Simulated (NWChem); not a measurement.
Molecule: formic acid (CH2O2); SMILES OC=O

```xyz
5

O      0.1228    -1.1181     0.0000
C     -0.3944     0.1092     0.0000
O      0.2394     1.1232     0.0000
H      1.0892    -1.0194     0.0000
H     -1.5031     0.0483     0.0000
```
Atoms are numbered in this order, from 1.

Computed with NWChem. Structure relaxed at the PBE0/def2-SVP level. B3LYP is NWChem's, with the RPA form of VWN correlation. Solvent water, SMD (1 M gas to 1 M solution), gas-phase geometry.

**Question.** Taking B3LYP/def2-QZVP as the yardstick, which of these has the fewest basis functions while keeping “dipole in solution (D)” within 0.1 D of it: B3LYP/def2-TZVPP; B3LYP/aug-pcseg-1; B3LYP/pcseg-2; B3LYP/3-21G; B3LYP/pcseg-1?

**Answer.** B3LYP/aug-pcseg-1.
| level | basis functions | dipole in solution (D) |
|---|---|---|
| B3LYP/3-21G | 31 | 1.71 |
| B3LYP/pcseg-1 | 52 | 2.07 |
| B3LYP/aug-pcseg-1 | 87 | 2.18 |
| B3LYP/pcseg-2 | 118 | 2.19 |
| B3LYP/def2-TZVPP | 121 | 2.17 |
| B3LYP/def2-QZVP | 231 | 2.19 |

The yardstick is one finite set, not the basis-set limit.
